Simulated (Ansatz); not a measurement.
Ideal-gas functions of trichlorosilane, Cl3HSi at 800 K and 1 bar, from an Ansatz frequency run at PBE0-D4/def2-TZVP.

Molar mass 135.45 g/mol, point group C3v (symmetry number 3), electronic degeneracy 1, moments of inertia 208.947, 208.958, 389.581 u Å². Harmonic wavenumbers (cm⁻¹, unscaled): 172, 172, 250, 496, 604, 604, 800, 800, 2308.

Use S(trans) = R[1.5 ln M + 2.5 ln T − 1.1517]; rotational temperatures θ = 24.2544 K / I; S(rot) = R[ln(√π/σ · √(T³/θAθBθC)) + 1.5]; for each mode x = 1.438777 ν̃/T, S = R[x/(eˣ − 1) − ln(1 − e⁻ˣ)] and H = RT x/(eˣ − 1); 1 cm⁻¹ = 0.0119627 kJ/mol; R = 8.31446 J/(mol·K).

Task: By hand: the entropy, in J/(mol·K).

Result: Translation 190.6. Rotation: θ = 0.1161, 0.1161, 0.0623 K, giving 120.9. Vibration, mode by mode: 18.10, 18.10, 15.03, 9.53, 8.02, 8.02, 5.97, 5.97, 0.68, in all 89.4. Electronic 0.0. Sum 400.9 J/(mol·K).

Task: By hand: H − E and G − E in kJ/mol, counted from the electronic energy.

Result: Zero-point energy ½ × 6206 × 0.0119627 = 37.1; thermal vibration 34.5; translation, rotation and pV give 4 RT = 26.6. H − E = 98.2 kJ/mol, and G − E = 98.2 − 800 × 400.9/1000 = -222.5 kJ/mol.

Vibration gives 22 % of the entropy.
